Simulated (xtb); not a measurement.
H6Si2, charge +1, quartet, at the geometry of the source list (a state made from the parent by changing its charge; the spin is typed, not shown lowest); GFN2-xTB in xtb.

xtb was given this input:
```
$ xtb mol.xyz --gfn 2 --chrg 1 --uhf 3 --json

# file mol.xyz
8

Si    -1.14690000     0.11660000    -0.01720000
Si     1.14690000    -0.11660000     0.01720000
H     -1.78900000    -0.78290000    -0.98080000
H     -1.56870000     1.47340000    -0.37910000
H     -1.76070000    -0.17030000     1.28310000
H      1.56870000    -1.47340000     0.37910000
H      1.78900000     0.78290000     0.98080000
H      1.76070000     0.17030000    -1.28310000
```

**Question.** Write the output that xtb gives for this input, abridged.

**Answer.** 
```
   ID    Z sym.   atoms
    1   14 Si     1, 2
    2    1 H      3-8

           -------------------------------------------------
          |                Calculation Setup                |
           -------------------------------------------------

           -------------------------------------------------
          |                 G F N 2 - x T B                 |
           -------------------------------------------------

          ...................................................
          :                      SETUP                      :
          :.................................................:
          :  # basis functions                  26          :
          :  # atomic orbitals                  24          :
          :  # shells                           12          :
          :  # electrons                        13          :
          :  max. iterations                   250          :
          :  Hamiltonian                  GFN2-xTB          :
          :  restarted?                      false          :
          :  GBSA solvation                  false          :
          :  PC potential                    false          :
          :  electronic temp.          300.0000000     K    :
          :  accuracy                    1.0000000          :
          :  -> integral cutoff          0.2500000E+02      :
          :  -> integral neglect         0.1000000E-07      :
          :  -> SCF convergence          0.1000000E-05 Eh   :
          :  -> wf. convergence          0.1000000E-03 e    :
          :  Broyden damping             0.4000000          :
          :  net charge                          1          :
          :  unpaired electrons                  3          :
          ...................................................

 iter      E             dE          RMSdq      gap      omega  full diag
   1     -5.8425650 -0.584256E+01  0.648E+00    0.00       0.0  T
   2     -5.8788357 -0.362707E-01  0.383E+00    0.00       1.0  T
   3     -5.8808675 -0.203182E-02  0.175E+00    0.00       1.0  T
   4     -5.8816165 -0.748937E-03  0.805E-01    0.00       1.0  T
   5     -5.8815380  0.784765E-04  0.442E-01    0.00       1.0  T
   6     -5.8817649 -0.226870E-03  0.115E-01    0.00       1.0  T
   7     -5.8817358  0.290394E-04  0.160E-01    0.00       1.0  T
   8     -5.8817750 -0.392054E-04  0.468E-02    0.00       1.0  T
   9     -5.8817752 -0.159496E-06  0.499E-02    0.00       1.0  T
[...]
         :: total energy              -5.820023346743 Eh    ::
[...]

     #   Z          covCN         q      C6AA      α(0)
     1  14 Si       3.697     0.370   100.452    19.196
     2  14 Si       3.697     0.370   100.452    19.196
     3   1 H        0.918     0.043     2.405     2.426
     4   1 H        0.918     0.043     2.405     2.426
     5   1 H        0.918     0.043     2.405     2.426
     6   1 H        0.918     0.043     2.405     2.426
     7   1 H        0.918     0.043     2.405     2.426
     8   1 H        0.918     0.043     2.405     2.426

 Mol. C6AA /au·bohr⁶  :        853.836210
 Mol. C8AA /au·bohr⁸  :      40532.432804
 Mol. α(0) /au        :         52.945464

Wiberg/Mayer (AO) data.
largest (>0.10) Wiberg bond orders for each atom

 ---------------------------------------------------------------------------
     #   Z sym  total        # sym  WBO       # sym  WBO       # sym  WBO
 ---------------------------------------------------------------------------
     1  14 Si   3.133 --     2 Si   0.807     4 H    0.736     5 H    0.736
                             3 H    0.736
     2  14 Si   3.133 --     1 Si   0.807     6 H    0.736     8 H    0.736
                             7 H    0.736
     3   1 H    0.850 --     1 Si   0.736
     4   1 H    0.850 --     1 Si   0.736
     5   1 H    0.850 --     1 Si   0.736
     6   1 H    0.850 --     2 Si   0.736
     7   1 H    0.850 --     2 Si   0.736
     8   1 H    0.850 --     2 Si   0.736
 ---------------------------------------------------------------------------

Topologies differ in total number of bonds
Writing topology from bond orders to xtbtopo.mol

molecular dipole:
                 x           y           z       tot (Debye)
 q only:       -0.000      -0.000      -0.000
   full:       -0.000      -0.000      -0.000       0.000
molecular quadrupole (traceless):
                xx          xy          yy          xz          yz          zz
 q only:        5.309      -0.814      -2.614       0.120      -0.012      -2.695
  q+dip:        6.171      -0.947      -3.038       0.139      -0.014      -3.132
   full:        7.743      -1.187      -3.814       0.175      -0.015      -3.929

           -------------------------------------------------
          | TOTAL ENERGY               -5.820023346743 Eh   |
          | GRADIENT NORM               0.030688810759 Eh/α |
          | HOMO-LUMO GAP               0.000199143570 eV   |
           -------------------------------------------------

normal termination of xtb
```
